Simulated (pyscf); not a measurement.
This saddle point was located with ωB97X-D3(BJ)/def2-SVP in PySCF.

```
O
H 1 1.2348
H 2 1.0415 1 145.64
As 1 1.7883 2 136.50 3 116.51
O 4 1.8048 1 94.14 2 -103.93
H 5 0.9664 4 110.03 1 106.38
Ga 3 1.8191 2 77.17 1 -14.77
H 4 1.5240 1 94.90 2 163.41
H 7 1.5525 3 112.54 2 111.78
H 7 1.5627 9 130.24 3 -131.17
```
Charge 0, spin multiplicity 1.

Surface: singlet, charge 0. Lowest wavenumbers (cm⁻¹): 1352i, 64, 90, 211, 271.

Problem. What reaction is this the transition state of?

Solution. HO–AsH–OH + GaH₃ ⇌ HO–AsH–O–GaH₂ + H₂, a four-centre exchange read from left to right: H–O, Ga–H broken and Ga–O, H–H formed. At ωB97M-D3(BJ)/def2-TZVP it lies +9.4 kcal/mol from the left side and +27.6 kcal/mol from the right (each side as separated species at their lowest minima found). On the reactant side the descent ends in an adduct with a Ga–O contact, 16.4 kcal/mol under the separated species and 22.4 kcal/mol under the saddle at ωB97X-D3(BJ)/def2-TZVP. On the product side the descent ends in an adduct with a As–Ga, Ga–O contact, 1.5 kcal/mol under the separated species and 31.0 kcal/mol under the saddle at ωB97X-D3(BJ)/def2-TZVP. What is counted as formed (Ga–O) is already present as a longer contact in the reactant adduct; forming that adduct is a step of its own. At the saddle there is also a short Ga–H contact that neither side keeps. At ωB97X-D3(BJ) the barrier from the zero used here is 6.0 kcal/mol. HO–AsH–O–GaH₂ is closed by a dative Ga–O, As–Ga contact. This is the saddle that the search found; another between the same sides may lie lower. Elements up to Kr have no core potential and no relativistic terms here.
